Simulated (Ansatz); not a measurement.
# Rock-salt ZrC

These are LDA (Ansatz, a program for electronic structure, PAW) values and carry that method's errors.

Settings: plane-wave cutoff 520 eV, 16×16×16 k mesh, Fermi–Dirac smearing 0.1 eV, perturbation theory, force constants from a 4×4×4 q mesh, scalar-relativistic PAW data made under PBE.

Cell: relaxed at this level.

- TO(Γ) frequency = 450 cm⁻¹
- zero-point energy = 0.071 eV/atom

Cost on a shared machine: about 16 core-minutes (a rough figure).
